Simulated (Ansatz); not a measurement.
## Forces away from equilibrium

COSi, singlet, displaced at random from a GFN2-xTB minimum.

```
3
angstrom
C 0.5037 -0.7048 0.1969
Si 0.1048 1.1600 0.1701
O -0.5892 -0.4396 -0.3849
```

Ansatz 0.2.0; basis: def2-TZVPP; cores frozen in the correlated methods.

CCSD(T) forces from the calculation:
```tsv
atom	Fx	Fy	Fz (eV/Å)
C1	1.199	-1.390	0.523
Si2	-0.560	0.440	-0.266
O3	-0.639	0.950	-0.257
```

Which atom feels the largest CCSD(T) force, and how large is it?

C1, 1.91 eV/Å, along (0.63, -0.73, 0.27).

Root-mean-square difference of the force components from those of CCSD(T): PBE0-D4 0.437; wB97M-V 0.388; r2SCAN-D4 0.229; PBE-D4 0.147; BLYP-D4 0.246; BHLYP-D4 0.807 eV/Å.

T1 diagnostic: at most 0.026. The T1 diagnostic is large here, which may signal multireference character or strong orbital relaxation, so CCSD(T) is less sure. The restricted Hartree–Fock reference is unstable towards an unrestricted one here. These are differences at one structure, and CCSD(T) in triple zeta is itself an approximation.

For scale, one of the runs: CCSD(T)/def2-TZVPP forces, 104 basis functions (an equivalent command: `ansatz run in.yaml --threads 4`). Hardware: 4 CPU threads, shared host. Wall time about 7.5 s.
